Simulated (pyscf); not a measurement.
Thermochemistry of product channels of `[F][SiH3]` + `[SiH2]` [singlet] on the singlet surface, in kcal/mol, from ωB97M-D3(BJ)/def2-TZVP energies (ideal gas, 1 atm, RRHO with modes under 100 cm⁻¹ raised to 100, one conformer, R ln 2 for rigid chiral ones). Single points on ωB97X-D3(BJ)/def2-SVP structures (PySCF, gas phase).

```json
[
 {"products": "`[SiH4]` + `[F][SiH]` [singlet]", "ΔE": "-9.6", "ΔH(298 K)": "-9.4", "ΔG(600 K)": "-9.0", "ΔG(1200 K)": "-8.6"},
 {"products": "`[F][SiH2][SiH]` [singlet] + `[H][H]`", "ΔE": "+4.9", "ΔH(298 K)": "+4.0", "ΔG(600 K)": "+5.6", "ΔG(1200 K)": "+5.2"},
 {"products": "`[F][SiH]=[SiH2]` + `[H][H]`", "ΔE": "+5.6", "ΔH(298 K)": "+4.8", "ΔG(600 K)": "+5.9", "ΔG(1200 K)": "+4.8"}
]
```

These are energies of the channels, which say nothing of barriers. F–SiH₂–SiH: [singlet] lies 6.0 kcal/mol over its isomer F–Si:–SiH₃ [singlet], and others may lie lower still (electronic energy, ωB97M-D3(BJ)). F–SiH=SiH₂ lies 6.6 kcal/mol over its isomer F–Si:–SiH₃ [singlet], and others may lie lower still (electronic energy, ωB97M-D3(BJ)).
